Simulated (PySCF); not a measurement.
C₂H₅NO, SMILES NC(=O)C.

Coordinates come from a PBE-D3(BJ)/def2-SVP optimisation. The geometry has at least one imaginary mode, so it is a saddle point at that level. Other conformers were not sampled.

Method: PBE-D3(BJ)/def2-SVP (PySCF 2.14.0).

No scaling factor is applied to the harmonic values.

```json
[
 {"mode": "1", "ν (cm⁻¹)": "43i", "IR (km/mol)": "0.6", "Raman (Å⁴/amu)": "0.2", "depolarisation": "0.75", "moving atoms (share of kinetic energy)": "H 93 %"},
 {"mode": "2", "ν (cm⁻¹)": "189", "IR (km/mol)": "176.5", "Raman (Å⁴/amu)": "1.2", "depolarisation": "0.75", "moving atoms (share of kinetic energy)": "H 81 %, N 19 %"},
 {"mode": "3", "ν (cm⁻¹)": "407", "IR (km/mol)": "3.0", "Raman (Å⁴/amu)": "0.8", "depolarisation": "0.56", "moving atoms (share of kinetic energy)": "H 41 %, C 25 %, N 20 %, O 14 %"},
 {"mode": "4", "ν (cm⁻¹)": "511", "IR (km/mol)": "6.1", "Raman (Å⁴/amu)": "4.9", "depolarisation": "0.75", "moving atoms (share of kinetic energy)": "H 71 %, C 27 %"},
 {"mode": "5", "ν (cm⁻¹)": "540", "IR (km/mol)": "12.4", "Raman (Å⁴/amu)": "2.1", "depolarisation": "0.61", "moving atoms (share of kinetic energy)": "O 40 %, H 26 %, C 23 %, N 12 %"},
 {"mode": "6", "ν (cm⁻¹)": "638", "IR (km/mol)": "6.6", "Raman (Å⁴/amu)": "0.7", "depolarisation": "0.75", "moving atoms (share of kinetic energy)": "H 65 %, C 24 %"},
 {"mode": "7", "ν (cm⁻¹)": "821", "IR (km/mol)": "2.9", "Raman (Å⁴/amu)": "8.5", "depolarisation": "0.17", "moving atoms (share of kinetic energy)": "C 44 %, H 35 %, N 12 %, O 9 %"},
 {"mode": "8", "ν (cm⁻¹)": "933", "IR (km/mol)": "4.5", "Raman (Å⁴/amu)": "3.3", "depolarisation": "0.45", "moving atoms (share of kinetic energy)": "H 59 %, N 20 %, C 19 %"},
 {"mode": "9", "ν (cm⁻¹)": "996", "IR (km/mol)": "3.5", "Raman (Å⁴/amu)": "0.1", "depolarisation": "0.75", "moving atoms (share of kinetic energy)": "H 50 %, C 48 %"},
 {"mode": "10", "ν (cm⁻¹)": "1072", "IR (km/mol)": "1.0", "Raman (Å⁴/amu)": "5.7", "depolarisation": "0.24", "moving atoms (share of kinetic energy)": "H 53 %, N 20 %, O 19 %"},
 {"mode": "11", "ν (cm⁻¹)": "1282", "IR (km/mol)": "21.3", "Raman (Å⁴/amu)": "6.4", "depolarisation": "0.75", "moving atoms (share of kinetic energy)": "H 68 %, C 27 %"},
 {"mode": "12", "ν (cm⁻¹)": "1344", "IR (km/mol)": "120.6", "Raman (Å⁴/amu)": "1.4", "depolarisation": "0.73", "moving atoms (share of kinetic energy)": "C 58 %, H 36 %"},
 {"mode": "13", "ν (cm⁻¹)": "1392", "IR (km/mol)": "10.7", "Raman (Å⁴/amu)": "14.8", "depolarisation": "0.70", "moving atoms (share of kinetic energy)": "H 95 %"},
 {"mode": "14", "ν (cm⁻¹)": "1405", "IR (km/mol)": "10.1", "Raman (Å⁴/amu)": "15.8", "depolarisation": "0.75", "moving atoms (share of kinetic energy)": "H 96 %"},
 {"mode": "15", "ν (cm⁻¹)": "1532", "IR (km/mol)": "114.7", "Raman (Å⁴/amu)": "5.7", "depolarisation": "0.74", "moving atoms (share of kinetic energy)": "H 72 %, N 19 %"},
 {"mode": "16", "ν (cm⁻¹)": "1780", "IR (km/mol)": "280.0", "Raman (Å⁴/amu)": "6.5", "depolarisation": "0.27", "moving atoms (share of kinetic energy)": "C 65 %, O 30 %"},
 {"mode": "17", "ν (cm⁻¹)": "2978", "IR (km/mol)": "5.5", "Raman (Å⁴/amu)": "125.7", "depolarisation": "0.02", "moving atoms (share of kinetic energy)": "H 97 %"},
 {"mode": "18", "ν (cm⁻¹)": "3060", "IR (km/mol)": "7.3", "Raman (Å⁴/amu)": "65.9", "depolarisation": "0.75", "moving atoms (share of kinetic energy)": "H 91 %, C 9 %"},
 {"mode": "19", "ν (cm⁻¹)": "3120", "IR (km/mol)": "2.2", "Raman (Å⁴/amu)": "59.6", "depolarisation": "0.69", "moving atoms (share of kinetic energy)": "H 91 %, C 9 %"},
 {"mode": "20", "ν (cm⁻¹)": "3503", "IR (km/mol)": "23.5", "Raman (Å⁴/amu)": "148.6", "depolarisation": "0.13", "moving atoms (share of kinetic energy)": "H 96 %"},
 {"mode": "21", "ν (cm⁻¹)": "3644", "IR (km/mol)": "32.6", "Raman (Å⁴/amu)": "75.9", "depolarisation": "0.75", "moving atoms (share of kinetic energy)": "H 90 %, N 10 %"}
]
```
